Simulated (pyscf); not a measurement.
A first-order saddle from PySCF, ωB97X-D3(BJ)/def2-SVP:

```xyz
12

N     -0.9347    -0.4391     0.2432
Si     0.5474    -0.1398    -0.6791
Cl     0.9896    -1.8358    -1.7560
H     -1.9779    -0.2075    -0.2916
H     -0.9344    -1.3045     0.7908
H      0.2423     0.9813    -1.5945
H      1.6841     0.1492     0.2233
Si    -1.7268     1.0263     1.2108
H     -2.8526     0.5713    -0.1926
H     -2.8921     0.7460     2.0932
H     -1.5879     2.3578     0.5586
H     -0.5885     1.0669     2.2232
```

Surface: singlet, charge 0. Lowest wavenumbers (cm⁻¹): 1422i, 29, 113, 130, 197.

**Question.** Name the species on either side of this saddle.

**Answer.** `[NH2][SiH2][Cl]` + `[SiH4]` ⇌ `[SiH3][NH][SiH2][Cl]` + `[H][H]`, a four-centre exchange read from left to right: H–N, H–Si broken and N–Si, H–H formed. At ωB97M-D3(BJ)/def2-TZVP it lies +195.0 kJ/mol from the left side and +223.6 kJ/mol from the right (each side as separated species at their lowest minima found). One saddle was located; it need not be the lowest between these sides.
